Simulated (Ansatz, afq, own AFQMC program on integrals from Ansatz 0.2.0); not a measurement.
## AlGeH$_{2}$, quartet in cc-pVDZ, levels against CCSDT(Q)

```yaml
atoms:
  - { symbol: Ge, position_ang: [0.0000, 0.0000, 0.6742] }
  - { symbol: Al, position_ang: [0.0000, 0.0000, -3.8018] }
  - { symbol: H, position_ang: [0.0000, -1.2613, 1.5638] }
  - { symbol: H, position_ang: [0.0000, 1.2613, 1.5638] }
```

Connectivity, by distances: GeH2 ··· Al.

Basis cc-pVDZ. Noble-gas cores (and the filled d shells of Ga–Kr and In–Xe) are frozen. Ansatz 0.2.0 and our own AFQMC program on the same integrals; the CISD trial comes from CCSD amplitudes, and released means the phaseless constraint is let go. Error bars are statistical, one sigma. No spin–orbit coupling.

Determinant: UHF, the one that the program's search chose, which needn't be the lowest solution. The geometry is a point of a scan.

No full CI on the walks' own integrals is used here; CCSDT(Q) serves as the reference and is uncertain by about the last step of the cluster series.

Cautions: no relativity below Rb; no spin-orbit coupling; inner d shell frozen; lower spins were not checked.

```
T1 diagnostic                               : 0.0144
weight of the determinant in the CISD state : 0.880
⟨S²⟩ of the determinant                     : 3.770
size of the correlated space                : 9 electrons in 36 orbitals
```

Reference: CCSDT(Q), correlation energy -3.858 eV. The released energy is read at 2.40 1/Eh (meV from the phaseless value at times in 1/Eh: -4 ± 7 at 0.24, -13 ± 7 at 0.51, -14 ± 7 at 0.99, -25 ± 6 at 1.62, -17 ± 7 at 2.40).

```json
{"level": "HF", "E − E(reference) (kcal/mol)": "88.96", "share of correlation (%)": "0.00"}
{"level": "MP2", "E − E(reference) (kcal/mol)": "25.64", "share of correlation (%)": "71.18"}
{"level": "CCSD", "E − E(reference) (kcal/mol)": "2.22", "share of correlation (%)": "97.51"}
{"level": "CCSD(T)", "E − E(reference) (kcal/mol)": "0.61", "share of correlation (%)": "99.31"}
{"level": "CCSDT", "E − E(reference) (kcal/mol)": "0.02", "share of correlation (%)": "99.97"}
{"level": "ph-AFQMC/HF", "E − E(reference) (kcal/mol)": "3.93 ± 0.85", "share of correlation (%)": "95.58"}
{"level": "ph-AFQMC/CISD", "E − E(reference) (kcal/mol)": "0.61 ± 0.15", "share of correlation (%)": "99.31"}
{"level": "released AFQMC", "E − E(reference) (kcal/mol)": "0.22 ± 0.17", "share of correlation (%)": "99.76"}
```

A walk keeps the symmetry of its determinant, which the program's search chose and which needn't be the lowest solution, so a lower state of the same spin and another symmetry isn't excluded. Released energies are given only where the last usable release times agree within the noise; a slower fall can still hide under it.
